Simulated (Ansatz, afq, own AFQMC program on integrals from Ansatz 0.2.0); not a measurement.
Integrals from Ansatz 0.2.0, then the random walk in our own AFQMC program (afq).

```yaml
crystal:
  periodic: [false, false, false]
  atoms:
    - {symbol: N, position_ang: [0.000000, -0.129220, 0.530635]}
    - {symbol: N, position_ang: [0.000000, 0.078417, -0.615382]}
    - {symbol: H, position_ang: [0.000000, 0.705987, 1.177680]}
basis:
  gaussian: {orbitals: aug-cc-pVDZ}
magnetization: {spin_polarized: true, initial_magnetization: 1}
correlation: {method: ccsd_t, electrons: outside_noble_gas, hamiltonian_folder: ham}
```

```sh
$ ansatz run in.yaml --threads 1 --pin off --events-out ev --progress --plain --max-ram 24576MiB --backend cuda --devices 0, --max-vram 18GiB
```

afq runs on the folder ham with

```
--method phaseless --trial cisd --walkers 3200 --populations 20 --least-time 60 --time-step 0.005 --steps-per-block 50 --equilibration-blocks 28 --max-blocks 4000 --target-error 0.0002 --factor-cut 1e-05 --start spin_pure --seed 1684 --release-times 0.24,0.51,0.99,1.62,2.4 --release-step 0.03 --release-every 3 --taylor-order 6
```

Times are imaginary, in 1/Eh. The walk had a cap of 245 s. With eight or more populations the least sampling time is a fifth of least-time, and the error comes from their spread.

afq prints:

```
orbitals 53  electrons 6 5  factors 428 of 545
reference energy -109.44676282 Eh
CCSD correlation -0.32583308 Eh in 13 cycles, weight of the determinant in the CISD state 0.8578
energy of the start -109.765562 Eh
 block  time / (1/Eh)  mean weight  energy / Eh
     1     0.250  0.9997  -109.767100
     2     0.500  1.0001  -109.773124
     3     0.750  1.0000  -109.777989
     4     1.000  0.9999  -109.782499
     5     1.250  1.0000  -109.784201
     7     1.750  1.0002  -109.785686
     9     2.250  0.9999  -109.786899
    13     3.250  0.9997  -109.786866
    19     4.750  1.0001  -109.786024
    25     6.250  1.0001  -109.786914
    31     7.750  1.0002  -109.788886
    37     9.250  1.0003  -109.786023
    43    10.750  1.0000  -109.788866
    49    12.250  1.0002  -109.785759
    55    13.750  0.9997  -109.785858
    61    15.250  0.9999  -109.786286
    67    16.750  1.0002  -109.786805
    73    18.250  0.9998  -109.787562
    79    19.750  1.0001  -109.785607
    85    21.250  0.9999  -109.786870
    91    22.750  1.0002  -109.786947
    97    24.250  1.0001  -109.784589
   100    25.000  0.9994  -109.784495
   103    25.750  0.9999  -109.788955
   109    27.250  1.0005  -109.789074
   115    28.750  1.0003  -109.785752
   121    30.250  0.9996  -109.786830
   127    31.750  0.9996  -109.787508
   133    33.250  1.0004  -109.784713
   136    34.000  1.0000  -109.789671
   139    34.750  0.9998  -109.788131
   145    36.250  0.9996  -109.786330
   151    37.750  0.9997  -109.787666
   157    39.250  1.0003  -109.785679
error from the spread of 20 populations
released: time / (1/Eh)  energy / Eh  error  mean overlap
  0.24  -109.787263  0.000146  0.9994
  0.51  -109.787403  0.000170  0.9997
  0.99  -109.787440  0.000105  1.0001
  1.62  -109.787724  0.000180  1.0007
  2.40  -109.787317  0.000128  1.0008
energy -109.787002 +/- 0.000199 Eh
(rows thinned)
```

The run passed its tests (sampling time, drift between the halves within three errors, error under three times the target), which doesn't prove that it has relaxed.

Against this walk (error 5.4 meV) on the same determinant: CCSD(T) 43.4 meV higher, CCSDT(Q) 16.1 meV lower. The error is statistical and leaves out the bias of the constraint. Released to 2.40 1/Eh the energy moves by -9 ± 6 meV (both errors), within twice the noise.

Cautions: constraint bias not in the error; unrestricted determinant slightly spin contaminated (⟨S²⟩ 0.85 against 0.75).

The walk took 3.6 min on 1 × NVIDIA H100 80GB HBM3 with 2 threads of AMD EPYC 7R13 Processor (Zen 3) (shared host) (the card was shared). The log's last line is the phaseless energy.

CCSDT and higher add their correlation energy to the determinant of the CCSD(T) run, since their own runs factorise the integrals more tightly (a shift of under 2 meV). A walk keeps the symmetry of its determinant, which the program's search chose and which needn't be the lowest solution, so a lower state of the same spin and another symmetry isn't excluded.
